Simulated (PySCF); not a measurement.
Ionisation energies (eV) were calculated with PySCF 2.14 by PBE, LDA, UHF, in another order, as differences of total energies without spin-orbit coupling. The measured values are between term centres (NIST).

```csv
species,measured,A,B,C
"C (aug-cc-pCVTZ-DK with one added diffuse shell each of s, p, d, f type, spin-free X2C)",11.262,10.792,11.684,11.536
"N (aug-cc-pCVTZ-DK with one added diffuse shell each of s, p, d, f type, spin-free X2C)",14.545,13.887,15.001,14.726
"O (aug-cc-pCVTZ-DK with one added diffuse shell each of s, p, d, f type, spin-free X2C)",13.608,12.020,13.999,14.058
"Si (aug-cc-pCVTZ-DK with one added diffuse shell each of s, p, d, f type, spin-free X2C)",8.157,7.627,8.224,8.187
"Sc (aug-cc-pwCVTZ-DK with one added diffuse shell each of s, p, d, f, g type, spin-free X2C)",6.562,5.388,6.681,6.528
"Cr (aug-cc-pwCVTZ-DK with one added diffuse shell each of s, p, d, f, g type, spin-free X2C)",6.767,6.004,7.591,7.388
"In (aug-cc-pwCVTZ-DK3 with one added diffuse shell each of s, p, d, f type, spin-free X2C)",5.603,5.219,5.729,5.601
"I⁺ (aug-cc-pwCVTZ-DK3 with one added diffuse shell each of s, p, d, f type, spin-free X2C)",18.750,17.675,19.052,18.738
```

Problem. Which column is which method?

Solution. A is UHF (mean error -0.83 eV); B is LDA (mean error 0.34 eV); C is PBE (mean error 0.19 eV). Hartree-Fock lacks the correlation of the electron removed and comes out lowest. LDA overbinds the outer electron and comes out highest. PBE, with gradient corrections, lies close to experiment on average, with errors of both signs.
